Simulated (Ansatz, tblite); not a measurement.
# AlCl2I (AlICl2): one state, many levels

How do method and basis change the picture of AlCl2I (AlICl2) (singlet)?

Method: as each input shows; program: Ansatz 0.2.0, Gaussian basis.

The runs, in order: GFN1-xTB, GFN2-xTB, PBE-D4/def2-TZVP, r2SCAN-D4/def2-TZVP, LC-ωPBE/def2-TZVP, r2SCAN0-D4/def2-TZVP, BHLYP-D4/def2-TZVP, CAM-B3LYP-D4/def2-TZVP, HSE06-D4/def2-TZVP, BLYP-D4/def2-TZVP, LDA/def2-TZVP, PBE-D4/def2-SVP, PBE0-D4/def2-SVP, CCSD(T)/def2-TZVPP, MP2/def2-TZVP, RPA/def2-TZVP.

1 further run of the same task is left out (set aside as unsound or not needed).

## 1. The structure

The geometry is that of the singlet, from an earlier relaxation (PBE0-D4/def2-SVP).

4 atoms, charge 0, spin multiplicity 1.

Bond lengths: Al1–Cl2 2.084 Å, Al1–Cl3 2.084 Å, Al1–I4 2.439 Å. Angles: Cl2–Al1–Cl3 118.8°, Cl2–Al1–I4 120.6°, Cl3–Al1–I4 120.6°.

I takes a core potential in the def2 sets. No spin-orbit coupling is included.

PBE0-D4/def2-TZVP was run before; its log isn't repeated, and its numbers join the tables.

## 2. GFN1-xTB

Tight binding, by tblite at 300 K electronic temperature and without a spin-polarisation term:

```python
tblite.interface.Calculator('GFN1-xTB', numbers, positions, charge=0, uhf=0).singlepoint()
```

Energy -380.2082 eV, HOMO -12.45 eV, LUMO -7.66 eV; 0.005 s.

## 3. GFN2-xTB

Tight binding, by tblite at 300 K electronic temperature and without a spin-polarisation term:

```python
tblite.interface.Calculator('GFN2-xTB', numbers, positions, charge=0, uhf=0).singlepoint()
```

Energy -386.0297 eV, HOMO -12.08 eV, LUMO -7.73 eV; 0.005 s.

## 4. PBE-D4/def2-TZVP

start.molden holds the orbitals of an earlier run on this state, given as this run's starting guess.

Contents of in.yaml:

```yaml
crystal:
  periodic: [false, false, false]
  atoms:
    - {symbol: Al, position_ang: [0.040631, 0.068346, -0.000178]}
    - {symbol: Cl, position_ang: [2.124142, 0.064031, 0.012354]}
    - {symbol: Cl, position_ang: [-0.959041, 1.896330, -0.017980]}
    - {symbol: I, position_ang: [-1.205732, -2.028707, 0.005804]}
basis:
  gaussian: {orbitals: def2-TZVP, initial_orbitals: start.molden}
hamiltonian: {xc: pbe, dispersion: d4}
scf: {omitted_lower_state_checks: [starts]}
output: {orbitals: {seedname: orbitals}}
```

Started as:

```console
$ ansatz run in.yaml --threads 4 --pin off --events-out ev --progress --plain --max-ram 3916MiB
```

After this run come: r2SCAN-D4/def2-TZVP; LC-ωPBE/def2-TZVP; r2SCAN0-D4/def2-TZVP; BHLYP-D4/def2-TZVP; CAM-B3LYP-D4/def2-TZVP; HSE06-D4/def2-TZVP; BLYP-D4/def2-TZVP; LDA/def2-TZVP; PBE-D4/def2-SVP; PBE0-D4/def2-SVP; CCSD(T)/def2-TZVPP; MP2/def2-TZVP; RPA/def2-TZVP.

Q: Predict the results of all the runs planned. Wanted: gap in def2-TZVP, named functionals, smallest and largest; correlation energy, CCSD(T)/def2-TZVPP; correlation energy, MP2/def2-TZVP; binding an atom, CCSD(T)/def2-TZVPP; PBE0 total energy, smallest basis above largest.

**Answer**, as computed:

| quantity | value |
| --- | --- |
| gap in def2-TZVP, named functionals, smallest and largest | 4.57 eV (LDA), 11.43 eV (LC-ωPBE) |
| correlation energy, CCSD(T)/def2-TZVPP | -26.35 eV |
| correlation energy, MP2/def2-TZVP | -25.22 eV |
| binding an atom, CCSD(T)/def2-TZVPP | 2.943 eV |
| PBE0 total energy, smallest basis above largest | 11.21 eV (def2-SVP, def2-TZVP) |

In words: Orbital gaps of the named functionals in def2-TZVP span 4.57 eV (LDA) to 11.43 eV (LC-ωPBE); exact exchange widens it. The functionals in def2-TZVP miss CCSD(T)/def2-TZVPP by -0.035 (BHLYP-D4) to +0.458 eV (LDA) an atom. The reference is CCSD(T) in one finite basis, so it carries an error of its own, often a tenth of an eV or more, and near misses can't be ranked.
